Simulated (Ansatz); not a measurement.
## Where PBE misses the cohesive energy: 14 values for a set of transition metals

PBE (Ansatz, a first-principles code) was set against 14 reference values (fcc Ag, hcp Co, antiferromagnetic bcc Cr, fcc Cu, bcc Fe, bcc Mo, fcc Ni, fcc Pd, fcc Rh, hcp Ru, hcp Sc, hcp Ti, hcp Y, hcp Zr), measured values corrected to a static lattice. Its mean error is +0.02 eV/atom and its mean absolute error 0.26 eV/atom (median 0.23 eV/atom); 6 of 14 lie within 0.2 eV/atom, and the value is too low in 8 of 14 cases.

All rows, largest deviation first (by eV/atom; values in eV/atom; a dash: no usable value at that level):

| solid | reference | PBE | PBE error (eV/atom) | in % | r²SCAN | PBEsol | LDA |
|---|---|---|---|---|---|---|---|
| bcc Fe | 4.32 | 4.91 | +0.59 | +14 | 4.66 | 5.67 | 6.45 |
| hcp Co | 4.47 | 5.02 | +0.55 | +12 | 4.70 | 5.84 | 6.67 |
| bcc Mo | 6.84 | 6.31 | -0.53 | -8 | 5.63 | 7.12 | 8.10 |
| fcc Ag | 2.97 | 2.53 | -0.44 | -15 | 2.87 | 3.09 | 3.64 |
| hcp Ti | 4.88 | 5.28 | +0.40 | +8 | 4.67 | 5.83 | 6.45 |
| fcc Ni | 4.48 | 4.76 | +0.28 | +6 | 4.65 | 5.47 | 6.09 |
| hcp Y | 4.42 | 4.19 | -0.23 | -5 | 4.08 | 4.61 | 4.92 |
| fcc Pd | 3.93 | 3.71 | -0.22 | -6 | 4.09 | 4.44 | 5.06 |
| hcp Sc | 3.93 | 4.12 | +0.19 | +5 | 3.99 | 4.54 | 4.89 |
| hcp Zr | 6.32 | 6.20 | -0.12 | -2 | 5.68 | 6.79 | 7.41 |
| fcc Rh | 5.78 | 5.73 | -0.05 | -1 | 5.44 | 6.68 | 7.60 |
| hcp Ru | 6.8 | 6.76 | -0.04 | -1 | 6.29 | 7.77 | 8.78 |
| antiferromagnetic bcc Cr | 4.15 | 4.12 | -0.03 | -1 | 3.49 | – | – |
| fcc Cu | 3.52 | 3.52 | 0.00 | +0 | 3.89 | 4.08 | 4.56 |

All these references are brought to a static lattice.

Differences are worked out from unrounded values.

Programs: Ansatz.

Ansatz's runs of these crystals have no spin polarisation, but for hcp Co, antiferromagnetic bcc Cr, bcc Fe, fcc Ni. Meta-GGA and hybrid levels favour moments, which can bear on bcc Fe, hcp Co, hcp Ti, fcc Ni, hcp Y, fcc Pd, hcp Sc, fcc Rh, antiferromagnetic bcc Cr.

Density-functional runs with spin start from parallel moments for hcp Co, opposed moments for antiferromagnetic bcc Cr, parallel moments for bcc Fe, parallel moments for fcc Ni.

Free atoms are spin-polarised, in the lowest state found; at levels without +SOC their spin–orbit coupling is left out. Each level is taken at its own relaxed cell. Caveats: the commensurate order stands in for chromium's spin-density wave, and the size of the moments varies much between levels (PBE: antiferromagnetic bcc Cr; r²SCAN: antiferromagnetic bcc Cr). Ansatz's density-functional and Hartree–Fock values are scalar-relativistic unless marked +SOC, with PAW data made under PBE.

Not in this set, of the transition metals with a reference value in our tables and a result at some level: 7 for the spin–orbit terms of free Br, In, Sn, Te, I and atoms past barium, a cut that leaves lighter open-shell atoms' terms in the errors; 4 for a doubt noted on the run at PBE; 1 for sources at odds. These can be a level's best or worst cases. Solids held back whole aren't counted. Layered and molecular crystals are counted apart. The metals Ce to Yb are counted apart.

References as tabulated in Jana et al. (2018), arXiv:1807.00350; Mejia-Rodriguez and Trickey (2018), arXiv:1807.09216; Csonka et al. (2009), arXiv:0903.4037; Harl et al. (2010), doi:10.1103/physrevb.81.115126.
